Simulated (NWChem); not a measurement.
# One shape, several levels: doublet CHFO+

We compute a comparison of 6 runs (UHF/STO-3G, UHF/3-21G, UB3LYP/6-31G*, UB3LYP/def2-TZVPP, UPBE0/def2-TZVPP) of doublet CHFO+. 

Program for the calculation: NWChem 7.3.0.

27 further runs of the same task are left out: 27 set aside as unsound or not needed.

### 1 The molecule

The species is CHFO+ (4 atoms), meant as a doublet with charge +1. SMILES of the parent species: `O=CF`. The coordinates come from a PBE0-D4/def2-TZVP relaxation. That shape belongs to the parent species and isn't relaxed for this state.

Bond lengths: O1–C2 1.174 Å, C2–F3 1.336 Å, C2–H4 1.097 Å. Angles: O1–C2–F3 122.9°, O1–C2–H4 127.8°, F3–C2–H4 109.3°.

### 2 The energy at UHF/STO-3G (run 1)

Contents of run.py:

```python
from ase import Atoms
from ase.calculators.nwchem import NWChem

system = Atoms(['O', 'C', 'F', 'H'], positions=[
    [-0.889340, 0.201180, 0.827740],
    [-0.046400, 0.067520, 0.021620],
    [0.585200, -1.091810, -0.181820],
    [0.350540, 0.823120, -0.667550],
])

calc = NWChem(
    label='struct',
    theory='scf',
    memory='2200 mb',
    basis='STO-3G',
    basispar='spherical bse',
    charge=1,
    scf={'nopen': '1', 'uhf': None, 'thresh': '1e-08', 'maxiter': '80'},
    task='energy',
)
system.calc = calc

print("Total energy (eV):", round(system.get_potential_energy(), 6))
```

Run with:

```sh
$ export ASE_NWCHEM_COMMAND="nwchem PREFIX.nwi > PREFIX.nwo"
$ python run.py
```

What it wrote:

```text
Total energy (eV): -5701.28753
```

The calculator wrote struct.nwi:

```
title "struct"

permanent_dir struct

scratch_dir struct

start struct

geometry units angstrom nocenter noautosym noautoz
  O  -8.8934000000000002e-01 2.0118000000000000e-01 8.2774000000000003e-01
  C  -4.6399999999999997e-02 6.7519999999999997e-02 2.1620000000000000e-02
  F  5.8520000000000005e-01 -1.0918099999999999e+00 -1.8182000000000001e-01
  H  3.5054000000000002e-01 8.2311999999999996e-01 -6.6754999999999998e-01
end

charge 1

memory 2200 mb

basis spherical bse noprint
   * library STO-3G
end

scf
  nopen 1
  uhf
  thresh 1e-08
  maxiter 80
end

task scf energy
```

struct.nwo:

```text
Northwest Computational Chemistry Package (NWChem) 7.3.0
             --------------------------------------------------------

           Job information
           ---------------

    nwchem branch   = 7.3.0
    use scalapack   = T
    input           = struct.nwi
    prefix          = struct.
    data base       = struct/struct.db
    status          = startup
    nproc           =        1

           Memory information
           ------------------

    heap     =     72089594 doubles =      550.0 Mbytes
    stack    =     72089599 doubles =      550.0 Mbytes
    global   =    144179200 doubles =     1100.0 Mbytes (distinct from heap & stack)
    total    =    288358393 doubles =     2200.0 Mbytes
    verify   = yes
    hardfail = no

           Directory information
           ---------------------

  0 permanent = struct
  0 scratch   = struct

                                NWChem Input Module
                                -------------------

                                      struct
                                      ------

[... 25 lines left out ...]
            Nuclear Dipole moment (a.u.)
[... 77 lines left out ...]
 1-e energy   =    -409.639330
[... 7 lines left out ...]
         Quadratically convergent UHF
[... 16 lines left out ...]
       Final UHF  results
[... 3 lines left out ...]
      One electron energy =   -415.459042909690
[... 1 line left out ...]
 Nuclear repulsion energy =     67.665508682400
[... 28 lines left out ...]
          Final beta eigenvalues
[... 139 lines left out ...]
                     UHF Final Beta Molecular Orbital Analysis
[... 157 lines left out ...]
   Mulliken analysis of the beta density
   -------------------------------------

    Atom       Charge   Shell Charges
 -----------   ------   -------------------------------------------------------
    1 O    8     3.35   1.00  0.93  1.43
    2 C    6     2.95   1.00  0.58  1.37
    3 F    9     4.39   1.00  0.98  2.41
    4 H    1     0.30   0.30

   Mulliken analysis of the spin density
   -------------------------------------

    Atom       Charge   Shell Charges
 -----------   ------   -------------------------------------------------------
    1 O    8     1.12   0.00  0.04  1.08
    2 C    6    -0.37  -0.00 -0.07 -0.30
    3 F    9     0.14  -0.00 -0.01  0.15
    4 H    1     0.11   0.11

       Multipole analysis of the density wrt the origin
       ------------------------------------------------

     L   x y z        total         alpha         beta         nuclear
     -   - - -        -----         -----         ----         -------
     0   0 0 0      1.000000    -12.000000    -11.000000     24.000000

     1   1 0 0     -0.119481      2.397592      0.838665     -3.355738
[... 8 lines of this table left out ...]
     2   0 0 2     -8.968971    -17.143365    -14.063274     22.237668

 Task  times  cpu:        0.4s     wall:        0.4s
 Total times  cpu:        0.4s     wall:        0.4s
```

Wall time 1.4 s (1 thread of Intel Xeon Platinum 8488C (Sapphire Rapids), shared host); peak memory 0.099 GiB.

### 3 The energy at UHF/3-21G (run 2)

Contents of chfo.xyz:

```xyz
4
CHFO hf
O     -0.889340     0.201180     0.827740
C     -0.046400     0.067520     0.021620
F      0.585200    -1.091810    -0.181820
H      0.350540     0.823120    -0.667550
```

Contents of chfo.nw:

```
start chfo
title "CHFO hf"
memory total 2200 mb
charge 1

geometry units angstroms noautosym nocenter noautoz
  load chfo.xyz
end

basis spherical bse
  * library 3-21G
end

scf
  doublet
  uhf
  thresh 1e-08
  maxiter 80
end

task scf energy
```

Run with:

```sh
$ nwchem chfo.nw > chfo.out
```

What it wrote:

```text
[...]
  functions       =    29
[...]
  wavefunction    = UHF
[...]
         Total SCF energy =   -211.159951695313
      One electron energy =   -417.264514904539
      Two electron energy =    138.439054526826
 Nuclear repulsion energy =     67.665508682400
                       Sz =      0.5000
                 Sz(Sz+1) =      0.7500
                      S^2 =      0.7765
[...]
```

Wall time 1.1 s (1 thread of Intel Xeon Platinum 8488C (Sapphire Rapids), shared host); peak memory 0.099 GiB.

Runs 3 to 4 aren't shown in full; the table further down has their settings and results.

### 4 The energy at UB3LYP/def2-TZVPP (run 5)

Contents of mol.nw:

```
start mol
title "CHFO energy"
memory stack 880 mb heap 220 mb global 1100 mb
charge 1
geometry units angstroms noautosym nocenter noautoz
 O     -0.889340     0.201180     0.827740
 C     -0.046400     0.067520     0.021620
 F      0.585200    -1.091810    -0.181820
 H      0.350540     0.823120    -0.667550
end
basis spherical bse
 * library def2-TZVPP
end
dft
 xc b3lyp
 mult 2
 grid fine
 convergence energy 1e-08
 iterations 100
 mulliken
 print medium
end
task dft
```

Run with:

```sh
$ nwchem mol.nw > mol.out
```

What it wrote:

```text
[...]
          Wavefunction type:  spin polarized.
          No. of atoms     :     4
          No. of electrons :    23
[...]
          Charge           :     1
          Spin multiplicity:     2
[...]
          AO basis - number of functions:   107
[...]
              XC Information
              --------------
                         B3LYP Method XC Potential
                     Hartree-Fock (Exact) Exchange  0.200
                        Slater Exchange Functional  0.800 local
                    Becke 1988 Exchange Functional  0.720 non-local
              Lee-Yang-Parr Correlation Functional  0.810
                  VWN I RPA Correlation Functional  0.190 local
[...]
 d= 0,ls=0.0,diis     1   -213.1514759073 -2.81D+02  6.38D-03  6.40D-01     2.0
[...]
 d= 0,ls=0.0,diis    13   -213.4044789237 -1.34D-09  1.92D-07  4.69D-10    22.8
[...]
         Total DFT energy =     -213.404478923734
      One electron energy =     -419.790203392599
           Coulomb energy =      163.163156621929
    Exchange-Corr. energy =      -24.442940835464
 Nuclear repulsion energy =       67.665508682400
[...]
      Total Density - Mulliken Population Analysis
     ---------------------------------------------
    Atom       Charge   Shell Charges
 -----------   ------   -------------------------------------------------------
    1 O    8     7.74   0.79  1.18  0.65  0.95  0.30  1.82  1.60  0.40  0.01  0.03  0.00
    2 C    6     5.57   0.86  1.11  0.58  0.53  0.05  1.24  0.88  0.07  0.05  0.17  0.03
    3 F    9     8.97   0.77  1.20  0.63  0.99  0.34  2.25  2.06  0.71  0.00  0.02  0.00
    4 H    1     0.72   0.25  0.39  0.05  0.01  0.02  0.00
[...]
      <S2> =      0.7563 (Exact =     0.7500)
[...]
```

Run time: 23 s. Hardware: 1 thread of Intel Xeon Platinum 8488C (Sapphire Rapids), shared host; peak memory 0.12 GiB.

### 5 The energy at UPBE0/def2-TZVPP (run 6)

Contents of a.nw:

```
start a
title "CHFO energy"
memory total 2200 mb
charge 1
geometry noautosym nocenter noautoz
  O    -0.889340    0.201180    0.827740
  C    -0.046400    0.067520    0.021620
  F     0.585200   -1.091810   -0.181820
  H     0.350540    0.823120   -0.667550
end
basis spherical bse
  * library def2-TZVPP
end
dft
  xc pbe0
  mult 2
  grid fine
  convergence energy 1e-08
  iterations 100
  mulliken
end
task dft
```

Run with:

```sh
$ nwchem a.nw > a.out
```

What it wrote:

```text
[...]
          Wavefunction type:  spin polarized.
          No. of atoms     :     4
          No. of electrons :    23
[...]
          Charge           :     1
          Spin multiplicity:     2
[...]
          AO basis - number of functions:   107
[...]
              XC Information
              --------------
                         PBE0 Method XC Functional
                     Hartree-Fock (Exact) Exchange  0.250
          PerdewBurkeErnzerhof Exchange Functional  0.750
            Perdew 1991 LDA Correlation Functional  1.000 local
           PerdewBurkeErnz. Correlation Functional  1.000 non-local
[...]
 d= 0,ls=0.0,diis     1   -212.9301408115 -2.81D+02  6.09D-03  6.46D-01     2.1
[...]
 d= 0,ls=0.0,diis    13   -213.1857091286 -3.25D-09  2.76D-07  9.00D-10    22.8
[...]
         Total DFT energy =     -213.185709128649
      One electron energy =     -419.743592993652
           Coulomb energy =      163.113691447266
    Exchange-Corr. energy =      -24.221316264664
 Nuclear repulsion energy =       67.665508682400
[...]
      Total Density - Mulliken Population Analysis
     ---------------------------------------------
    Atom       Charge   Shell Charges
 -----------   ------   -------------------------------------------------------
    1 O    8     7.75   0.79  1.18  0.64  0.98  0.28  1.80  1.65  0.39  0.01  0.03  0.00
    2 C    6     5.55   0.86  1.11  0.57  0.53  0.04  1.22  0.91  0.06  0.05  0.17  0.03
    3 F    9     8.96   0.77  1.20  0.63  1.01  0.32  2.23  2.10  0.68  0.00  0.02  0.00
    4 H    1     0.74   0.24  0.41  0.06  0.01  0.03  0.00
[...]
      <S2> =      0.7573 (Exact =     0.7500)
[...]
```

It took 23 s on 1 thread of Intel Xeon Platinum 8488C (Sapphire Rapids), shared host; peak memory 0.12 GiB.

### 6 The series

| run | level | iteration cap | module | energy (Eh) | HOMO energy (eV) | LUMO energy (eV) | ⟨S²⟩ | wall time |
| --- | --- | --- | --- | --- | --- | --- | --- | --- |
| 1 | UHF/STO-3G | 80 | scf | -209.518454 | -23.02 | -6.35 | 0.795 | 1.4 s |
| 2 | UHF/3-21G | 80 | scf | -211.159952 | -25.31 | -9.02 | 0.776 | 1.1 s |
| 3 | UB3LYP/6-31G* (spherical functions) | 100 | dft | -213.305180 | -20.17 | -15.86 | 0.756 | 12 s |
| 4 | UB3LYP/6-31G* (Cartesian functions) | 100 | dft | -213.308026 | -20.17 | -15.87 | 0.756 | 14 s |
| 5 | UB3LYP/def2-TZVPP | 100 | dft | -213.404479 | -20.34 | -15.90 | 0.756 | 23 s |
| 6 | UPBE0/def2-TZVPP | 100 | dft | -213.185709 | -20.64 | -15.39 | 0.757 | 23 s |

### 7 Outcome

| quantity | value |
| --- | --- |
| run 6: total energy | -213.18571 Eh |
| run 6: HOMO energy (highest over α and β) | -20.64 eV |
| run 6: LUMO energy (lowest over α and β) | -15.39 eV |
| run 6: ⟨S²⟩ | 0.757 |

What this shows: Totals of different functionals can't be ranked against each other. In run 1 the basis is minimal, so the values are rough. All runs together took 76 s, the longest 23 s.
